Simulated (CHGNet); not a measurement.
## Rock-salt MgS

Computed with the machine-learned potential CHGNet 0.3.0 (trained on PBE and PBE+U data).

Cell (relaxed at this level):

MgS is modelled in the cubic space group Fm-3m (No. 225), the rock salt structure, Pearson symbol cF8. Lattice parameters: a = b = c = 5.227 Å, α = β = γ = 90.00°. Mg on 4a sees 6 S at 2.613 Å (octahedral). S on 4b is coordinated by 6 Mg at 2.613 Å (octahedral). (Neighbours: up to the widest gap in distance over summed covalent radii, below 1.35, at either atom; cation-cation and far metal-metal contacts left out.)
(The calculation used a cell of 2 atoms; values per cell refer to that cell.)

```json
{
  "lattice_constant_a": "5.227 Å",
  "volume_per_atom": "17.85 Å³/atom"
}
```

Measured, for comparison: lattice constant a 5.188 Å, equilibrium volume per atom 17.45 Å³/atom (corrected for zero-point motion; as tabulated in Goldzak et al. (2022), arXiv:2208.04865). Computed (rounded) less measured: lattice constant a +0.8 %, equilibrium volume per atom +2.3 %.

A machine-learned potential is trained on density-functional data: it inherits that level's misses and adds fitting errors of its own.

Note: the model gives imaginary modes for this phase (in the spectrum interpolated from a supercell); the model's elastic tensor is not positive definite here.
